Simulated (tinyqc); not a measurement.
Inside a calculation (part 3 of 3). Method: UHF in the sto-3g basis, for OH-, spin multiplicity 1. The basis has no diffuse functions, so it cannot describe the extra electron: this is an exercise in the method, not the real anion. This run ends on a higher stationary point, not on the lowest solution. Computed by tinyqc, a small Python program that keeps every step (integrals from PySCF). Command: `OMP_NUM_THREADS=1 python tinyqc.py 25436 25437 out.jsonl` (the two numbers bound the seeds that draw the settings). One thread of a shared host (Intel(R) Xeon(R) Processor @ 2.60GHz), about 0.2 s of CPU time with the checks.

Geometry (angstrom):
```
atom        x        y        z
O     0.00000  0.00000  0.00000
H     0.00000  0.00000  1.93800
```

## Iteration 4: DIIS over 4 matrices

error matrix X^T (FDS - SDF) X (alpha):
```
          1         2         3         4         5         6
1   0.00000   0.00023   0.00383  -0.00021   0.00025  -0.00695
2  -0.00023   0.00000  -0.00769   0.00042   0.00233   0.02860
3  -0.00383   0.00769   0.00000   0.00000   0.04701   0.24370
4   0.00021  -0.00042   0.00000   0.00000  -0.00259  -0.01341
5  -0.00025  -0.00233  -0.04701   0.00259   0.00000   0.10099
6   0.00695  -0.02860  -0.24370   0.01341  -0.10099   0.00000
```

B (overlaps of the stored error matrices):
```
               1              2              3              4
1  4.1996505e-01  3.2521591e-01  3.2778368e-01  3.4353287e-01
2  3.2521591e-01  2.5706962e-01  2.6126276e-01  2.7292690e-01
3  3.2778368e-01  2.6126276e-01  2.6858929e-01  2.7980432e-01
4  3.4353287e-01  2.7292690e-01  2.7980432e-01  2.9172245e-01
```

Minimise |sum c_i e_i|^2 with sum c_i = 1: solve [B -1; -1 0][c; lambda] = [0; -1] with B_ij = tr e_i^T e_j summed over both spins, and take F = sum c_i F_i.

DIIS coefficients: 1.44332  4.14609  23.31772  -27.90713

extrapolated F(alpha) (hartree):
```
            1O 1s     1O 2s    1O 2px    1O 2py    1O 2pz     2H 1s
1O 1s   -19.35185  -4.96485   0.00051  -0.00003  -0.00171  -0.12391
1O 2s    -4.96485  -1.74295   0.05451  -0.00300   0.01208  -0.11306
1O 2px    0.00051   0.05451   0.59977  -0.01944   0.10010  -0.07395
1O 2py   -0.00003  -0.00300  -0.01944   0.24746  -0.00551   0.00407
1O 2pz   -0.00171   0.01208   0.10010  -0.00551   0.27795  -0.06057
2H 1s    -0.12391  -0.11306  -0.07395   0.00407  -0.06057   0.20895
```

extrapolated F(beta) (hartree):
```
            1O 1s     1O 2s    1O 2px    1O 2py    1O 2pz     2H 1s
1O 1s   -19.35185  -4.96485  -0.00051   0.00003  -0.00171  -0.12391
1O 2s    -4.96485  -1.74295  -0.05451   0.00300   0.01208  -0.11306
1O 2px   -0.00051  -0.05451   0.59977  -0.01944  -0.10010   0.07395
1O 2py    0.00003   0.00300  -0.01944   0.24746   0.00551  -0.00407
1O 2pz   -0.00171   0.01208  -0.10010   0.00551   0.27795  -0.06057
2H 1s    -0.12391  -0.11306   0.07395  -0.00407  -0.06057   0.20895
```

## Iteration 4: diagonalisation and new density

X:
```
           1O 1s     1O 2s   1O 2px   1O 2py    1O 2pz     2H 1s
1O 1s    1.02197  -0.12309  0.00000  0.00000  -0.00042   0.00505
1O 2s   -0.12309   1.02489  0.00000  0.00000   0.00317  -0.04457
1O 2px   0.00000   0.00000  1.00000  0.00000   0.00000   0.00000
1O 2py   0.00000   0.00000  0.00000  1.00000   0.00000   0.00000
1O 2pz  -0.00042   0.00317  0.00000  0.00000   1.00337  -0.04758
2H 1s    0.00505  -0.04457  0.00000  0.00000  -0.04758   1.00624
```

D(alpha) after iteration 3:
```
           1O 1s     1O 2s    1O 2px    1O 2py    1O 2pz     2H 1s
1O 1s    1.05927  -0.25053   0.01208  -0.00066   0.00160   0.00221
1O 2s   -0.25053   1.05940  -0.06005   0.00330  -0.00674  -0.02405
1O 2px   0.01208  -0.06005   0.55758   0.02434  -0.11304   0.49549
1O 2py  -0.00066   0.00330   0.02434   0.99866   0.00622  -0.02726
1O 2pz   0.00160  -0.00674  -0.11304   0.00622   0.98014   0.03083
2H 1s    0.00221  -0.02405   0.49549  -0.02726   0.03083   0.46186
```

D(beta) after iteration 3:
```
           1O 1s     1O 2s    1O 2px    1O 2py    1O 2pz     2H 1s
1O 1s    1.05927  -0.25053  -0.01208   0.00066   0.00160   0.00221
1O 2s   -0.25053   1.05940   0.06005  -0.00330  -0.00674  -0.02405
1O 2px  -0.01208   0.06005   0.55758   0.02434   0.11304  -0.49549
1O 2py   0.00066  -0.00330   0.02434   0.99866  -0.00622   0.02726
1O 2pz   0.00160  -0.00674   0.11304  -0.00622   0.98014   0.03083
2H 1s    0.00221  -0.02405  -0.49549   0.02726   0.03083   0.46186
```

overlap S:
```
          1O 1s    1O 2s   1O 2px   1O 2py   1O 2pz    2H 1s
1O 1s   1.00000  0.23670  0.00000  0.00000  0.00000  0.00578
1O 2s   0.23670  1.00000  0.00000  0.00000  0.00000  0.08613
1O 2px  0.00000  0.00000  1.00000  0.00000  0.00000  0.00000
1O 2py  0.00000  0.00000  0.00000  1.00000  0.00000  0.00000
1O 2pz  0.00000  0.00000  0.00000  0.00000  1.00000  0.09418
2H 1s   0.00578  0.08613  0.00000  0.00000  0.09418  1.00000
```

A level shift of 1 hartree raises the virtual space: F + shift (S - S D(s) S), with D(s) the density of one spin. Diagonalise F' = X^T F X, C = X C', fill 5 alpha and 5 beta electrons from the bottom; D(s) = C_occ C_occ^T. Each column has its largest component positive (the first on a tie).

F' = X^T F X (alpha) (hartree):
```
           1         2         3         4         5         6
1  -18.98992  -2.61726  -0.01159   0.00064  -0.00670   0.01323
2   -2.61726  -0.85885   0.09598  -0.00528   0.02629  -0.11326
3   -0.01159   0.09598   1.04219  -0.04378   0.19359  -0.56815
4    0.00064  -0.00528  -0.04378   0.24880  -0.01065   0.03126
5   -0.00670   0.02629   0.19359  -0.01065   0.30428  -0.18391
6    0.01323  -0.11326  -0.56815   0.03126  -0.18391   0.76028
```

orbital energies (alpha) (hartree): MO1 -19.36017, MO2 -0.50056, MO3 0.23935, MO4 0.24639, MO5 0.32496, MO6 1.55680

coefficients C (alpha):
```
             MO1       MO2       MO3      MO4       MO5       MO6
1O 1s    0.99465  -0.26378   0.00592  0.00000   0.01226  -0.02228
1O 2s    0.02168   1.02530  -0.03135  0.00000  -0.06574   0.10263
1O 2px  -0.00009  -0.03432   0.03280  0.05493   0.64143   0.76374
1O 2py   0.00001   0.00189  -0.00180  0.99849  -0.03529  -0.04202
1O 2pz   0.00017  -0.00868   0.91773  0.00000  -0.33140   0.23853
2H 1s   -0.00112   0.02955   0.31970  0.00000   0.72583  -0.62199
```

F' = X^T F X (beta) (hartree):
```
           1         2         3         4         5         6
1  -18.98992  -2.61726   0.01159  -0.00064  -0.00670   0.01323
2   -2.61726  -0.85885  -0.09598   0.00528   0.02629  -0.11326
3    0.01159  -0.09598   1.04219  -0.04378  -0.19359   0.56815
4   -0.00064   0.00528  -0.04378   0.24880   0.01065  -0.03126
5   -0.00670   0.02629  -0.19359   0.01065   0.30428  -0.18391
6    0.01323  -0.11326   0.56815  -0.03126  -0.18391   0.76028
```

orbital energies (beta) (hartree): MO1 -19.36017, MO2 -0.50056, MO3 0.23935, MO4 0.24639, MO5 0.32496, MO6 1.55680

coefficients C (beta):
```
             MO1       MO2       MO3      MO4       MO5       MO6
1O 1s    0.99465  -0.26378   0.00592  0.00000   0.01226   0.02228
1O 2s    0.02168   1.02530  -0.03135  0.00000  -0.06574  -0.10263
1O 2px   0.00009   0.03432  -0.03280  0.05493  -0.64143   0.76374
1O 2py  -0.00001  -0.00189   0.00180  0.99849   0.03529  -0.04202
1O 2pz   0.00017  -0.00868   0.91773  0.00000  -0.33140  -0.23853
2H 1s   -0.00112   0.02955   0.31970  0.00000   0.72583   0.62199
```

D(alpha) after iteration 4:
```
           1O 1s     1O 2s    1O 2px    1O 2py    1O 2pz     2H 1s
1O 1s    1.05910  -0.24988   0.01701  -0.00094   0.00383   0.00188
1O 2s   -0.24988   1.05702  -0.07838   0.00431  -0.01588  -0.02747
1O 2px   0.01701  -0.07838   0.41670   0.03209  -0.18217   0.47504
1O 2py  -0.00094   0.00431   0.03209   0.99823   0.01002  -0.02613
1O 2pz   0.00383  -0.01588  -0.18217   0.01002   0.95212   0.05260
2H 1s    0.00188  -0.02747   0.47504  -0.02613   0.05260   0.62992
```

D(beta) after iteration 4:
```
           1O 1s     1O 2s    1O 2px    1O 2py    1O 2pz     2H 1s
1O 1s    1.05910  -0.24988  -0.01701   0.00094   0.00383   0.00188
1O 2s   -0.24988   1.05702   0.07838  -0.00431  -0.01588  -0.02747
1O 2px  -0.01701   0.07838   0.41670   0.03209   0.18217  -0.47504
1O 2py   0.00094  -0.00431   0.03209   0.99823  -0.01002   0.02613
1O 2pz   0.00383  -0.01588   0.18217  -0.01002   0.95212   0.05260
2H 1s    0.00188  -0.02747  -0.47504   0.02613   0.05260   0.62992
```

## Iteration 40 (converged): orbitals

converged F(alpha) (hartree):
```
            1O 1s     1O 2s    1O 2px    1O 2py    1O 2pz     2H 1s
1O 1s   -19.90392  -5.07970   0.00007   0.00000   0.00379  -0.12629
1O 2s    -5.07970  -2.05126   0.02144  -0.00118   0.03700  -0.11890
1O 2px    0.00007   0.02144   0.51188  -0.03284  -0.08612  -0.06320
1O 2py    0.00000  -0.00118  -0.03284  -0.08322   0.00474   0.00348
1O 2pz    0.00379   0.03700  -0.08612   0.00474  -0.06651  -0.05577
2H 1s    -0.12629  -0.11890  -0.06320   0.00348  -0.05577   0.30007
```

converged F(beta) (hartree):
```
            1O 1s     1O 2s    1O 2px    1O 2py    1O 2pz     2H 1s
1O 1s   -19.90392  -5.07970  -0.00007   0.00000   0.00379  -0.12629
1O 2s    -5.07970  -2.05126  -0.02144   0.00118   0.03700  -0.11890
1O 2px   -0.00007  -0.02144   0.51188  -0.03284   0.08612   0.06320
1O 2py    0.00000   0.00118  -0.03284  -0.08322  -0.00474  -0.00348
1O 2pz    0.00379   0.03700   0.08612  -0.00474  -0.06651  -0.05577
2H 1s    -0.12629  -0.11890   0.06320  -0.00348  -0.05577   0.30007
```

Diagonalise F' = X^T F X, C = X C', fill 5 alpha and 5 beta electrons from the bottom; D(s) = C_occ C_occ^T. Each column has its largest component positive (the first on a tie).

F' = X^T F X (alpha) (hartree):
```
           1         2         3         4         5         6
1  -19.54237  -2.63052  -0.00285   0.00016  -0.00292   0.00713
2   -2.63052  -1.16426   0.02451  -0.00135   0.04206  -0.07079
3   -0.00285   0.02451   0.51188  -0.03284  -0.08333  -0.06046
4    0.00016  -0.00135  -0.03284  -0.08322   0.00458   0.00333
5   -0.00292   0.04206  -0.08333   0.00458  -0.06070  -0.06966
6    0.00713  -0.07079  -0.06046   0.00333  -0.06966   0.31625
```

orbital energies (alpha) (hartree): MO1 -19.91147, MO2 -0.80209, MO3 -0.08628, MO4 -0.08502, MO5 0.32401, MO6 0.53843

coefficients C (alpha):
```
             MO1       MO2       MO3      MO4       MO5       MO6
1O 1s    0.99495  -0.26271  -0.01060  0.00000   0.02163  -0.00832
1O 2s    0.02052   1.02580   0.03848  0.00000  -0.10910   0.03850
1O 2px  -0.00003  -0.01934   0.15254  0.05493   0.21197   0.96354
1O 2py   0.00000   0.00106  -0.00839  0.99849  -0.01166  -0.05301
1O 2pz  -0.00013  -0.05297   0.96126  0.00000  -0.27096  -0.09363
2H 1s   -0.00105   0.01721   0.15123  0.00000   0.96832  -0.23661
```

F' = X^T F X (beta) (hartree):
```
           1         2         3         4         5         6
1  -19.54237  -2.63052   0.00285  -0.00016  -0.00292   0.00713
2   -2.63052  -1.16426  -0.02451   0.00135   0.04206  -0.07079
3    0.00285  -0.02451   0.51188  -0.03284   0.08333   0.06046
4   -0.00016   0.00135  -0.03284  -0.08322  -0.00458  -0.00333
5   -0.00292   0.04206   0.08333  -0.00458  -0.06070  -0.06966
6    0.00713  -0.07079   0.06046  -0.00333  -0.06966   0.31625
```

orbital energies (beta) (hartree): MO1 -19.91147, MO2 -0.80209, MO3 -0.08628, MO4 -0.08502, MO5 0.32401, MO6 0.53843

coefficients C (beta):
```
             MO1       MO2       MO3      MO4       MO5       MO6
1O 1s    0.99495  -0.26271  -0.01060  0.00000   0.02163   0.00832
1O 2s    0.02052   1.02580   0.03848  0.00000  -0.10910  -0.03850
1O 2px   0.00003   0.01934  -0.15254  0.05493  -0.21197   0.96354
1O 2py   0.00000  -0.00106   0.00839  0.99849   0.01166  -0.05301
1O 2pz  -0.00013  -0.05297   0.96126  0.00000  -0.27096   0.09363
2H 1s   -0.00105   0.01721   0.15123  0.00000   0.96832   0.23661
```

D(alpha) after iteration 40:
```
           1O 1s     1O 2s    1O 2px    1O 2py    1O 2pz     2H 1s
1O 1s    1.05953  -0.25185   0.00802  -0.00044  -0.00226   0.01377
1O 2s   -0.25185   1.06607  -0.03709   0.00204   0.01220  -0.08219
1O 2px   0.00802  -0.03709   0.07159   0.05108   0.09022   0.22799
1O 2py  -0.00044   0.00204   0.05108   0.99719  -0.00496  -0.01254
1O 2pz  -0.00226   0.01220   0.09022  -0.00496   1.00025  -0.11792
2H 1s    0.01377  -0.08219   0.22799  -0.01254  -0.11792   0.96081
```

D(beta) after iteration 40:
```
           1O 1s     1O 2s    1O 2px    1O 2py    1O 2pz     2H 1s
1O 1s    1.05953  -0.25185  -0.00802   0.00044  -0.00226   0.01377
1O 2s   -0.25185   1.06607   0.03709  -0.00204   0.01220  -0.08219
1O 2px  -0.00802   0.03709   0.07159   0.05108  -0.09022  -0.22799
1O 2py   0.00044  -0.00204   0.05108   0.99719   0.00496   0.01254
1O 2pz  -0.00226   0.01220  -0.09022   0.00496   1.00025  -0.11792
2H 1s    0.01377  -0.08219  -0.22799   0.01254  -0.11792   0.96081
```

## Convergence

Stop when the energy changes by less than 1e-09 hartree and every element of the error matrix X^T (F D S - S D F) X (for each spin) is below 9e-06.

Course of the cycle:
```
iteration  E (hartree)     change  largest element of the error matrix
1          -73.1229398          -                             3.10e-01
2          -73.6015044  -4.79e-01                             2.35e-01
3          -73.6157494  -1.42e-02                             2.31e-01
4          -73.5906000   2.51e-02                             2.44e-01
5          -73.7481937  -1.58e-01                             1.39e-01
6          -73.8483903  -1.00e-01                             6.51e-02
7          -73.8071466   4.12e-02                             5.14e-02
8          -73.7951919   1.20e-02                             4.17e-02
9          -73.7819468   1.32e-02                             2.23e-02
10         -73.7790857   2.86e-03                             1.35e-02
11         -73.7779894   1.10e-03                             8.17e-03
12         -73.7775389   4.51e-04                             4.78e-03
13         -73.7774046   1.34e-04                             3.11e-03
14         -73.7773576   4.70e-05                             2.10e-03
...                ...        ...                                  ...
27         -73.7773331  -2.55e-08                             1.12e-04
28         -73.7773332  -1.77e-08                             9.22e-05
29         -73.7773332  -1.23e-08                             7.58e-05
30         -73.7773332  -8.44e-09                             6.23e-05
31         -73.7773332  -5.84e-09                             5.13e-05
32         -73.7773332  -4.01e-09                             4.22e-05
33         -73.7773332  -2.70e-09                             3.47e-05
34         -73.7773332  -1.84e-09                             2.86e-05
35         -73.7773332  -1.26e-09                             2.35e-05
36         -73.7773332  -8.57e-10                             1.94e-05
37         -73.7773332  -5.82e-10                             1.60e-05
38         -73.7773332  -3.96e-10                             1.31e-05
39         -73.7773332  -2.67e-10                             1.08e-05
40         -73.7773332  -1.82e-10                             8.92e-06
```

PySCF UHF in the same basis, after a stability check = -73.9651071 hartree

Converged in 40 iterations. But the solution lies 0.18777 hartree above the reference: it is another stationary point, not the lowest one. Reruns (cap 100 unless said): DIIS 8: converged in 13 to a higher stationary point; damping 0.5: not converged; level shift 0.5: converged in 75 to a higher stationary point; atomic densities as start, DIIS 8: converged in 7 to a higher stationary point.

## Populations, bond orders and dipole

Mulliken: Z minus the diagonal of D S on the atom; Loewdin: the same with S^(1/2) D S^(1/2); Mayer order: 2 sum_s sum (D(s) S)_ij (D(s) S)_ji over the two atoms.

Charges (e):
```
atom  Mulliken   Loewdin  Mulliken spin
1O    -0.11460  -0.11413       1.70e-07
2H    -0.88540  -0.88587      -1.70e-07
```

Mayer bond orders:
```
pair    order
2-1   0.21607
```

dipole moment about the origin, x y z (debye): 0.00000  0.00000  -8.35017

<S^2> of the determinant (pure state: 0) = 0.25620
